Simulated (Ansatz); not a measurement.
# B2Cl: the cost of one run

Program: Ansatz 0.2.0, Gaussian basis. Level of theory: def2-QZVPP, core rule «outside noble gas», up to 7 orbitals frozen. These are calculated values, not measurements.

Plan: UHF; ROHF; CCSD(T) on UHF.

## 1. What is computed

The geometry is a PBE0/def2-TZVP stationary point (not a proven minimum) of the parent state, kept for this charge and spin.

3 atoms, charge 0, spin multiplicity 6.

Atoms are counted from 1 here; the program's logs count them from 0.

Bond lengths: B1–B2 1.516 Å, B2–Cl3 1.683 Å. Angles: B1–B2–Cl3 180.0°.

## 2. UHF

The input, in.yaml:

```yaml
crystal:
  periodic: [false, false, false]
  atoms:
    - {symbol: B, position_ang: [0.000000, 0.000000, -1.572000]}
    - {symbol: B, position_ang: [0.000000, 0.000000, -0.055600]}
    - {symbol: Cl, position_ang: [0.000000, 0.000000, 1.627600]}
basis:
  gaussian: {orbitals: "def2-QZVPP.json"}
magnetization: {spin_polarized: true, initial_magnetization: 5}
hamiltonian: {xc: hf}
output: {orbitals: {seedname: orbitals}}
```

Run with:

```
$ ansatz run in.yaml --threads 1 --pin off --events-out ev --progress --plain --max-ram 2393MiB
```

What time and memory should one allow on 1 thread of Arm Neoverse V2, shared host?

About 32 s, with a peak of 0.4 GiB.
